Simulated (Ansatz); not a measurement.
# ClH₂Si (charge -1), SMILES [SiH2-]Cl: a saddle search for pyramidal inversion

With Ansatz 0.2.0, Python API.

Run as a notebook:

**Cell 1**
```python
import itertools

import ansatz as az
from ase.data import atomic_numbers, covalent_radii
import numpy as np

BASIS_SET = "def2-TZVP"
FUNCTIONAL = "HF"
CHARGE = -1
```

**Cell 2**
```python
GEOMETRY = """
Si   -0.18770    0.00350    0.44190
Cl    1.78730   -0.06580   -0.10310
H    -0.75490    1.23700   -0.15990
H    -0.84470   -1.17470   -0.17890
"""
```

**Cell 3**
```python
molecule = az.Crystal.molecule()
for line in GEOMETRY.strip().splitlines():
    symbol, *xyz = line.split()
    molecule = molecule.atom(symbol, [float(v) for v in xyz])
```

**Cell 4**
```python
calculation = (
    molecule.calculation()
    .basis(gaussian=BASIS_SET)
    .functional(FUNCTIONAL)
    .charge(CHARGE)
)
symbols = [site.symbol for site in molecule.cartesian_sites]
start = np.array([site.position_ang for site in molecule.cartesian_sites], dtype=float)
summary = calculation.relax(force_tolerance=0.005).run(threads=1, backend="cpu").report
end = np.array(summary["positions_ang"])
```

**Cell 5**
```python
a, b, d = end[[1, 2, 3]]
normal = np.cross(b - a, d - a)
normal /= np.linalg.norm(normal)
flat = end.copy()
flat[0] -= 0.8 * ((end[0] - a) @ normal) * normal
guess = np.zeros_like(flat)
guess[0] = normal
near = az.Crystal.molecule()
for symbol, place in zip(symbols, flat):
    near = near.atom(symbol, place.tolist())
search = (
    near.calculation()
    .basis(gaussian=BASIS_SET)
    .functional(FUNCTIONAL)
    .charge(CHARGE)
    .saddle(mode_guess=guess.tolist(), force_tolerance=0.01, max_steps=40)
)
steps = []
top = search.session().plan().execute(on_event=lambda e: steps.append(e["data"]) if e["event"] == "saddle_step" else None).report
for s in steps:
    print(f"step {s['step']:2d}  E = {s['lagrangian_ev']:.5f} eV  force {s['allowed_force_max_ev_ang']:.4f} eV/A  curvature {s['curvature_ev_ang2']:.3f} eV/A^2")
print(f"minimum {summary['free_energy_ev']:.5f} eV, saddle {top['free_energy_ev']:.5f} eV")
print(f"electronic barrier {(top['free_energy_ev'] - summary['free_energy_ev']):.2f} eV")
saddle = np.array(top["positions_ang"])
radius = [covalent_radii[atomic_numbers[s]] for s in symbols]
span = lambda where, i, j: np.linalg.norm(where[i] - where[j])
bonded = [(i, j) for i, j in itertools.combinations(range(len(symbols)), 2) if min(span(end, i, j), span(saddle, i, j)) < 1.2 * (radius[i] + radius[j])]
print("pair        before    after (A)")
for i, j in bonded:
    print(f"{symbols[i]}{i}-{symbols[j]}{j}".ljust(10), f"{span(end, i, j):8.4f} {span(saddle, i, j):8.4f}")
```
Output:
```text
step  1  E = -20395.78730 eV  force 6.2422 eV/A  curvature -28.807 eV/A^2
step  2  E = -20396.48392 eV  force 2.6309 eV/A  curvature -27.907 eV/A^2
step  3  E = -20396.73858 eV  force 0.8248 eV/A  curvature -24.556 eV/A^2
step  4  E = -20396.78116 eV  force 0.7631 eV/A  curvature -22.897 eV/A^2
step  5  E = -20396.76434 eV  force 0.0709 eV/A  curvature -23.602 eV/A^2
step  6  E = -20396.76439 eV  force 0.0529 eV/A  curvature -23.597 eV/A^2
step  7  E = -20396.76447 eV  force 0.0155 eV/A  curvature -23.585 eV/A^2
step  8  E = -20396.76447 eV  force 0.0030 eV/A  curvature -23.577 eV/A^2
minimum -20398.97313 eV, saddle -20396.76447 eV
electronic barrier 2.21 eV
pair        before    after (A)
Si0-Cl1      2.2746   2.1499
Si0-H2       1.5274   1.4560
Si0-H3       1.5274   1.4560
```

What to keep in mind:
- Total energies depend on the basis set; only differences at equal settings carry meaning.
- The energies are electronic: no zero-point or thermal terms, and the basis set is short of its limit. No separate frequency run checks the order of the saddle point.
- Anions want diffuse functions, which this basis lacks.
- Wall time of the script: 29 s on 1 thread of Arm Neoverse V1, on a shared host, peak memory 0.21 GiB.
